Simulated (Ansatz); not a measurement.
A nudged elastic band was laid between two geometries of BFH2 + H2S (7 atoms, charge 0, multiplicity 1).

Computed with RKS B3LYP-D4/6-31G* in Ansatz 0.2.0.

```
movable images  : 9
climbing image  : yes
spring          : 5.0 eV/Å²
optimiser       : quadratic models (default)
start path      : through a guess of the saddle point
force threshold : 0.03 eV/Å
iteration limit : 60
end points      : relaxed
```

First end point:

```xyz
7
Properties=species:S:1:pos:R:3
B 0.003 0.244 -0.057
F -0.571 0.594 1.102
H 1.195 0.322 -0.137
H -0.706 0.101 -1.011
S 0.121 -2.410 0.367
H -1.158 -2.548 0.773
H 0.589 -2.333 1.630
```

Last end point:

```xyz
7
Properties=species:S:1:pos:R:3
B 0.113 -0.510 -0.346
F -0.104 0.116 1.986
H 1.158 0.050 -0.430
H -0.924 -0.011 -0.634
S 0.217 -2.283 0.015
H -1.097 -2.596 -0.022
H 0.109 -0.795 2.098
```

Problem. What changes between the two ends?

Solution. Bonds broken: B1–F2, S5–H7. Bonds formed: B1–S5, F2–H7. BFH2 + H2S becomes BH3S + FH.

Problem. Give the energies along the band, and the barrier.

Solution. The forces met the threshold. The highest image is number 7 of 0 to 10, 109.8 kJ/mol above the first end and 28.2 kJ/mol above the last; the last end lies 81.6 kJ/mol above the first. A vibrational analysis at the climbing image gives one clearly imaginary mode, 922i cm⁻¹: a first-order saddle point. The orbitals stay closed-shell, which can raise the energy where a bond breaks towards radicals; this wasn't checked here.

| image | path coordinate (Å) | energy (kJ/mol) | B1–F2 (Å) | S5–H7 (Å) | B1–S5 (Å) |
| --- | --- | --- | --- | --- | --- |
| 0 | 0.00 | 0.0 | 1.34 | 1.35 | 2.69 |
| 1 | 0.34 | 0.3 | 1.34 | 1.35 | 2.72 |
| 2 | 0.67 | 1.0 | 1.34 | 1.35 | 2.75 |
| 3 | 1.01 | 2.2 | 1.34 | 1.35 | 2.72 |
| 4 | 1.35 | 7.7 | 1.35 | 1.35 | 2.57 |
| 5 | 1.68 | 25.8 | 1.38 | 1.35 | 2.36 |
| 6 | 2.02 | 70.2 | 1.45 | 1.43 | 2.13 |
| 7 | 2.36 | 109.8 | 1.60 | 1.67 | 1.99 |
| 8 | 2.69 | 94.6 | 1.83 | 2.02 | 1.90 |
| 9 | 3.03 | 84.6 | 2.13 | 2.31 | 1.84 |
| 10 | 3.36 | 81.6 | 2.42 | 2.56 | 1.81 |

Problem. What is the geometry of the highest image?

Solution. 
```xyz
7
Properties=species:S:1:pos:R:3
B 0.100 -0.278 -0.033
F -0.133 0.024 1.523
H 1.168 0.144 -0.345
H -0.888 -0.004 -0.637
S 0.258 -2.227 0.345
H -1.046 -2.562 0.233
H 0.014 -1.127 1.581
```

Problem. What are the harmonic wavenumbers there?

Solution. 922i, 372, 453, 566, 644, 753, 891, 912, 1064, 1158, 1204, 1558, 2644, 2680, 2747 cm⁻¹.

Time of the run: 3.5 min on 1 thread of Arm Neoverse V1 (shared host), peak memory 0.11 GiB.
